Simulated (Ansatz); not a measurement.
Relaxation of H$_{2}$S$_{2}$Si (5 atoms, charge 0, multiplicity 1), to a largest force component of 0.02 eV/Å in at most 50 steps.

These are results of RKS r2SCAN/def2-SVP (Ansatz), not measurements.

```xyz
5
Properties=species:S:1:pos:R:3:forces:R:3
Si -0.265 0.221 -0.228 -2.11 1.02 -2.11
S 1.674 -0.319 0.253 4.02 2.56 1.57
S 0.079 -1.304 1.122 -2.26 -3.05 1.65
H 2.781 -0.047 -0.524 -0.17 -0.62 -1.39
H -0.746 1.524 0.388 0.52 0.09 0.27
```

Where does it end, and by what steps?

It converged. After 8 steps the energy has fallen by 2.680 eV; S2 moved furthest, 0.55 Å.

| step | energy less start (eV) | largest force component (eV/Å) | accepted |
| --- | --- | --- | --- |
| 0 | 0.0000 | 4.016 | yes |
| 1 | -1.1978 | 1.922 | yes |
| 2 | -1.7485 | 1.248 | yes |
| 3 | -2.2034 | 1.814 | yes |
| 4 | -2.6014 | 1.342 | yes |
| 5 | -2.6618 | 0.574 | yes |
| 6 | -2.6776 | 0.183 | yes |
| 7 | -2.6796 | 0.038 | yes |
| 8 | -2.6797 | 0.010 | yes |

```xyz
5
Properties=species:S:1:pos:R:3
Si -0.338 0.346 -0.539
S 1.791 0.143 0.525
S 0.311 -1.277 0.943
H 2.461 -0.482 -0.485
H -0.701 1.345 0.567
```

The run took 41 s on 1 CPU thread of a shared host.
